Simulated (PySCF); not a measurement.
**Electron affinity of B by level of theory**

B⁻ [He] 2s2 2p2 (3P) → B [He] 2s2 2p1 (2P), as a difference of total energies. Calculation: PySCF 2.14, in aug-cc-pCVQZ-DK (9s8p6d4f2g, 109 functions); scalar relativity by spin-free X2C-1e. Correlated levels: valence: 1s2 frozen; valence and next inner shell: nothing frozen. The calculations carry no spin-orbit coupling.

```csv
method,electron affinity (eV)
UHF,-0.306
LDA,0.740
PBE,0.619
PBE0,0.475
r2SCAN,0.585
wB97X-V,0.231
LC-wPBE,0.403
BLYP,0.446
MP2 (valence),0.223
SCS-MP2 (valence),0.074
MP2 (valence and next inner shell),0.224
SCS-MP2 (valence and next inner shell),0.073
```

Errors of the correlated levels include the incompleteness of this basis and the frozen core.

A negative affinity means that the anion lies above the atom at that level of theory.

In the anion the highest occupied orbital energy is positive at LDA, PBE, PBE0, r2SCAN, BLYP, a self-interaction effect; the basis confines that electron, and the energy difference can still be sensible.

For comparison: 0.280 eV (measured; photodetachment measurements, as compiled on the Wikipedia data page of electron affinities).
